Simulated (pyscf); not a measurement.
Structures and frequencies: ωB97X-D3(BJ)/def2-SVP in PySCF.

Problem. Estimate by transition-state theory (the high-pressure limit) the rate constant of Ga–AsH₂ [singlet] + silane (SiH₄) → H₃Si–GaH–AsH₂ (singlet surface; H–Si broken, Ga–Si, Ga–H formed) at 298 K, with ωB97M-D3(BJ)/def2-TZVP energies (ideal gas, 1 atm, RRHO with modes under 100 cm⁻¹ raised to 100, one conformer, R ln 2 for chiral ones without a mode under 150 cm⁻¹; no tunnelling).

Solution. The electronic barrier is 24.2 kcal/mol and the thermal terms add +8.7, so ΔG‡ = 32.9 kcal/mol. With k_BT/h = 6.21e+12 s⁻¹ and RT = 0.592 kcal/mol, and a volume of 4.06e-20 cm³ per molecule at 1 atm, k = 1.9e-31 cm³ molecule⁻¹ s⁻¹. The product is born with the 37 kcal/mol of the reverse barrier and needs collisions to keep. Wigner's tunnelling factor for 392i cm⁻¹ would be 1.15. A shift of 1 kcal/mol in the barrier changes k by a factor 5.4. On the reactant side the descent ends in a complex (not fully relaxed), 6.1 kcal/mol under the separated species and 26.0 kcal/mol under the saddle at ωB97X-D3(BJ)/def2-TZVP. At ωB97X-D3(BJ)/def2-TZVP the barrier from the zero used here is 19.9 kcal/mol. This is the saddle that the search found; another between the same sides may lie lower. Elements up to Kr have no core potential and no relativistic terms here.
